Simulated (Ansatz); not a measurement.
in.yaml

```yaml
crystal:
  periodic: [false, false, false]
  atoms:
    - {symbol: N, position_ang: [0.000000, 0.000000, 0.000000]}
    - {symbol: C, position_ang: [0.000000, 0.000000, 1.339482]}
basis:
  gaussian: {orbitals: "6-31++G**"}
magnetization: {spin_polarized: true, initial_magnetization: 5}
hamiltonian: {pseudopotentials: {relativity: scalar}}
correlation: {method: bccd, electrons: all}
```

```sh
$ ansatz run in.yaml --threads 1 --pin off --events-out ev --progress --plain --max-ram 2393MiB
```

Problem. Roughly how long does this take on 1 thread of AMD EPYC 7B13, shared host, and how much host memory?

Solution. 1.1 s wall and 0.13 GiB.

```
342 factors; integrals over basis functions are off by at most 1.7e-3 eV
mean field evaluation 1: about -2502.8412 eV, gradient 1.1e1 eV
mean field evaluation 2: about -2502.8447 eV, gradient 1.1e1 eV
mean field evaluation 4: about -2504.2704 eV, gradient 3.5e0 eV
mean field evaluation 8: about -2504.7709 eV, gradient 1.3e-1 eV
mean field evaluation 16: about -2504.2652 eV, gradient 3.5e0 eV
mean field evaluation 32: about -2501.7717 eV, gradient 8.7e-4 eV
mean field -2504.77130659 eV, -92.0486477221 hartree, gradient 1.7e-6 eV, S^2 8.763999; 1 other end points of the search recorded, 0 dependent functions left out
determinant -2504.77130659 eV, -92.0486477221 hartree, with singles and doubles -2509.39320221 eV, -92.2184992534 hartree
determinant -2501.77166437 eV, -91.9384129038 hartree, with singles and doubles -2506.32460990 eV, -92.1057305661 hartree
reference -2504.77130659 eV, -92.0486477221 hartree; 9, 4 occupied and 29, 34 virtual orbitals, 342 factors
second order -3.94488103 eV of doubles, -0.00000000 eV of singles
cycle   1  -4.65479673 eV  change   -2.8e-1 eV  update   2.0e-2
cycle   2  -4.66810282 eV  change   -1.3e-2 eV  update   8.6e-3
cycle   3  -4.67494684 eV  change   -6.8e-3 eV  update   4.6e-3
cycle   4  -4.67570653 eV  change   -7.6e-4 eV  update   2.3e-3
cycle   5  -4.67607296 eV  change   -3.7e-4 eV  update   1.0e-3
cycle   6  -4.67620668 eV  change   -1.3e-4 eV  update   4.4e-4
cycle   7  -4.67615338 eV  change    5.3e-5 eV  update   1.5e-4
cycle   8  -4.67610597 eV  change    4.7e-5 eV  update   6.4e-5
cycle   9  -4.67608344 eV  change    2.3e-5 eV  update   2.4e-5
cycle  10  -4.67608161 eV  change    1.8e-6 eV  update   9.1e-6
Total energy: -2509.44738820 eV, -92.2204905517 hartree
Relativity: scalar
```
